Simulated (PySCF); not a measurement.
Gas-phase reaction: H2BNH2 + 3 CH3CN ⇌ BH + 4 N + 2 C3H6 (cyclic)

Energies from PySCF, thermal terms from the rigid-rotor harmonic-oscillator model, ideal gas at 1 bar. † marks an energy on the PBE0/def2-TZVP geometry and frequencies. CCSD(T) freezes the core. Open shells (unrestricted): N (multiplicity 4); the rest are closed-shell singlets. H2BNH2: computed as isolated molecules; such fragments, hydroxides, amides, oligomers or adducts are transient or little studied in the gas. CCSD(T) isn't extrapolated to the basis-set limit; its ΔH°(298 K) is 2098.6 kJ in def2-SVP and 2184.4 kJ in def2-TZVPP. The harmonic model lacks anharmonicity and excited electronic states, which grow with temperature; levels with a mode under 35 cm⁻¹ are left out.

ΔH° and ΔS° at 298 K: BLYP/def2-TZVP† 2460 kJ, 304 J/K; CCSD(T)/def2-SVP† 2099 kJ, 304 J/K; CCSD(T)/def2-TZVPP† 2184 kJ, 304 J/K.

Question: With the heat capacities included, give log10 K (1 bar) at 500, 600, 800, 1200, 1800 K from BLYP/def2-TZVP†, CCSD(T)/def2-SVP†, CCSD(T)/def2-TZVPP†.

Answer: 
```tsv
T (K)	BLYP/def2-TZVP†	CCSD(T)/def2-SVP†	CCSD(T)/def2-TZVPP†
500	-241.0	-203.2	-212.2
600	-198.1	-166.6	-174.1
800	-144.3	-120.7	-126.3
1200	-90.5	-74.7	-78.5
1800	-54.5	-44.0	-46.5
```
